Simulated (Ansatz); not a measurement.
Molecular dynamics of BH4NO

input.yaml

```yaml
crystal:
  periodic: [false, false, false]
  atoms:
    - { symbol: B, position_ang: [0.055894, 0.066281, 0.007528] }
    - { symbol: O, position_ang: [-0.007992, -0.532079, 1.256138] }
    - { symbol: H, position_ang: [-0.886638, -0.419678, 1.652924] }
    - { symbol: "N", position_ang: [1.266769, 0.002294, -0.72017] }
    - { symbol: H, position_ang: [2.101832, -0.466556, -0.366996] }
    - { symbol: H, position_ang: [1.379547, 0.42096, -1.640414] }
    - { symbol: H, position_ang: [-0.904513, 0.647379, -0.48191] }
basis:
  gaussian: { orbitals: def2-SVP }
hamiltonian:
  xc: revpbe
md:
  timestep: 1.0
  n_steps: 150
  ensemble: nve
  temperature: 50.0
  initial_velocities: maxwell_boltzmann
  seed: 934851
```

Command:

```bash
$ ansatz run input.yaml --threads 1 --pin off --max-ram 2048MiB --backend cpu --events-out ev --progress --plain --runs-dir out
```

It starts from a relaxed structure.

Output, in part (one step line in 6, the closing report, with atoms numbered from 0):

```
md step     0: t =     0.00 fs  T =    50.0 K  F+E_penalty+E_count = -4276.39368592 eV  E_kin = 0.032315 eV  conserved = -4276.36137092 eV  (26 SCF iters)
md step     6: t =     6.00 fs  T =     8.7 K  F+E_penalty+E_count = -4276.36627715 eV  E_kin = 0.005596 eV  conserved = -4276.36068123 eV  (29 SCF iters)
md step    12: t =    12.00 fs  T =    36.6 K  F+E_penalty+E_count = -4276.38476831 eV  E_kin = 0.023659 eV  conserved = -4276.36110967 eV  (29 SCF iters)
md step    18: t =    18.00 fs  T =    13.0 K  F+E_penalty+E_count = -4276.36936054 eV  E_kin = 0.008403 eV  conserved = -4276.36095778 eV  (27 SCF iters)
md step    24: t =    24.00 fs  T =    30.0 K  F+E_penalty+E_count = -4276.38042316 eV  E_kin = 0.019399 eV  conserved = -4276.36102397 eV  (29 SCF iters)
md step    30: t =    30.00 fs  T =    18.2 K  F+E_penalty+E_count = -4276.37272196 eV  E_kin = 0.011772 eV  conserved = -4276.36094968 eV  (29 SCF iters)
md step    36: t =    36.00 fs  T =    30.8 K  F+E_penalty+E_count = -4276.38089509 eV  E_kin = 0.019881 eV  conserved = -4276.36101439 eV  (28 SCF iters)
md step    42: t =    42.00 fs  T =    24.9 K  F+E_penalty+E_count = -4276.37700933 eV  E_kin = 0.016061 eV  conserved = -4276.36094788 eV  (29 SCF iters)
md step    48: t =    48.00 fs  T =    27.7 K  F+E_penalty+E_count = -4276.37887890 eV  E_kin = 0.017901 eV  conserved = -4276.36097815 eV  (29 SCF iters)
md step    54: t =    54.00 fs  T =    26.3 K  F+E_penalty+E_count = -4276.37797922 eV  E_kin = 0.016988 eV  conserved = -4276.36099077 eV  (29 SCF iters)
md step    60: t =    60.00 fs  T =    24.5 K  F+E_penalty+E_count = -4276.37684950 eV  E_kin = 0.015830 eV  conserved = -4276.36101993 eV  (29 SCF iters)
md step    66: t =    66.00 fs  T =    17.6 K  F+E_penalty+E_count = -4276.37224579 eV  E_kin = 0.011358 eV  conserved = -4276.36088795 eV  (29 SCF iters)
md step    72: t =    72.00 fs  T =    29.1 K  F+E_penalty+E_count = -4276.37989704 eV  E_kin = 0.018804 eV  conserved = -4276.36109291 eV  (29 SCF iters)
md step    78: t =    78.00 fs  T =    16.9 K  F+E_penalty+E_count = -4276.37183202 eV  E_kin = 0.010938 eV  conserved = -4276.36089421 eV  (29 SCF iters)
md step    84: t =    84.00 fs  T =    39.6 K  F+E_penalty+E_count = -4276.38666391 eV  E_kin = 0.025623 eV  conserved = -4276.36104073 eV  (29 SCF iters)
md step    90: t =    90.00 fs  T =    16.0 K  F+E_penalty+E_count = -4276.37130008 eV  E_kin = 0.010341 eV  conserved = -4276.36095943 eV  (29 SCF iters)
md step    96: t =    96.00 fs  T =    36.3 K  F+E_penalty+E_count = -4276.38453600 eV  E_kin = 0.023462 eV  conserved = -4276.36107407 eV  (28 SCF iters)
md step   102: t =   102.00 fs  T =    11.9 K  F+E_penalty+E_count = -4276.36845101 eV  E_kin = 0.007674 eV  conserved = -4276.36077702 eV  (29 SCF iters)
md step   108: t =   108.00 fs  T =    34.7 K  F+E_penalty+E_count = -4276.38371844 eV  E_kin = 0.022454 eV  conserved = -4276.36126462 eV  (29 SCF iters)
md step   114: t =   114.00 fs  T =    11.6 K  F+E_penalty+E_count = -4276.36820694 eV  E_kin = 0.007481 eV  conserved = -4276.36072597 eV  (29 SCF iters)
md step   120: t =   120.00 fs  T =    33.3 K  F+E_penalty+E_count = -4276.38260519 eV  E_kin = 0.021514 eV  conserved = -4276.36109141 eV  (29 SCF iters)
md step   126: t =   126.00 fs  T =    23.8 K  F+E_penalty+E_count = -4276.37636657 eV  E_kin = 0.015354 eV  conserved = -4276.36101222 eV  (29 SCF iters)
md step   132: t =   132.00 fs  T =    24.0 K  F+E_penalty+E_count = -4276.37635153 eV  E_kin = 0.015487 eV  conserved = -4276.36086407 eV  (29 SCF iters)
md step   138: t =   138.00 fs  T =    34.3 K  F+E_penalty+E_count = -4276.38331706 eV  E_kin = 0.022197 eV  conserved = -4276.36112053 eV  (29 SCF iters)
md step   144: t =   144.00 fs  T =    18.2 K  F+E_penalty+E_count = -4276.37267897 eV  E_kin = 0.011778 eV  conserved = -4276.36090095 eV  (29 SCF iters)
md step   150: t =   150.00 fs  T =    25.9 K  F+E_penalty+E_count = -4276.37779282 eV  E_kin = 0.016753 eV  conserved = -4276.36104022 eV  (26 SCF iters)
Total energy: -4276.37782968 eV, -157.1539866076 hartree
Atom 0 at     0.052201     0.068555     0.017519 Å, force     0.480466     0.059906    -0.563375 eV/Å
Atom 1 at    -0.011033    -0.530140     1.261151 Å, force     0.162373    -0.060131    -0.024190 eV/Å
Atom 2 at    -0.899414    -0.455866     1.636901 Å, force    -0.141213     0.033969     0.087192 eV/Å
Atom 3 at     1.268065    -0.007296    -0.735383 Å, force    -0.055390    -0.135140     0.639579 eV/Å
Atom 4 at     2.133692    -0.407669    -0.352862 Å, force    -0.282420     0.013477    -0.016885 eV/Å
Atom 5 at     1.428765     0.468897    -1.615796 Å, force    -0.164170     0.128139    -0.167414 eV/Å
Atom 6 at    -0.902952     0.654834    -0.479953 Å, force     0.000355    -0.040219     0.045092 eV/Å
Dipole moment:     0.045805     0.059980    -0.075328 e Å
```

All steps were run. The conserved energy stayed within 0.11 meV per atom of its start (net change 0.047 meV per atom), so the integration is sound. Over the second half the temperature averaged 0.50 of the 50 K drawn at the start: a run that starts near a minimum puts about half its kinetic energy into the potential. A run of 0.15 ps of so small a system gives no equilibrium averages.

The same pairs are bonded in the first frame and the last. Pairs count as bonded within 1.25 times the sum of covalent radii (0.12 Å more for H–H).

Last frame:

```xyz
7
Properties=species:S:1:pos:R:3
B 0.052 0.069 0.018
O -0.011 -0.530 1.261
H -0.899 -0.456 1.637
N 1.268 -0.007 -0.735
H 2.134 -0.408 -0.353
H 1.429 0.469 -1.616
H -0.903 0.655 -0.480
```

Run time: 87 s on 1 thread of Intel(R) Xeon(R) 6975P-C (Granite Rapids), on a shared host, peak memory 0.12 GiB.
